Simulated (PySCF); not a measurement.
## H₂S⁺: from structure and modes to constants

Level of theory: UPBE0 in PySCF with S def2-TZVP, H def2-TZVP; no relativity; density-fitted integrals.

The doublet minimum has C2v symmetry. Masses (u): S 31.97207, H 1.00782.

```xyz
3
charge 1 multiplicity 2, angstrom
S     0.0549   -0.0091    0.0000
H    -0.8713    0.1442    0.9880
H    -0.8713    0.1442   -0.9880
```

Harmonic wavenumbers (cm⁻¹): 1182.1 (a1, ×1), 2595.6 (a1, ×1), 2599.2 (b2, ×1).

What is the harmonic zero-point energy?

Half the sum of all 3 wavenumbers, 6377/2 = 3188 cm⁻¹, which is 38.1 kJ/mol (1 cm⁻¹ = 0.0119627 kJ/mol).

Find the vibrational entropy and heat capacity at 298.15 K.

With u = 1.43878 ω/T, each mode gives S = R[u/(eᵘ−1) − ln(1−e⁻ᵘ)] and C = R u² eᵘ/(eᵘ−1)².
| ω (cm⁻¹) | u | S (J/(mol K)) | C (J/(mol K)) |
| --- | --- | --- | --- |
| 1182.1 | 5.704 | 0.19 | 0.91 |
| 2595.6 | 12.526 | 0.00 | 0.00 |
| 2599.2 | 12.543 | 0.00 | 0.00 |
The sums over all modes are S = 0.2 and C = 0.9 J/(mol K); the softest mode gives 100 % of the entropy.

Only a few start shapes were tried, so a lower isomer may exist.
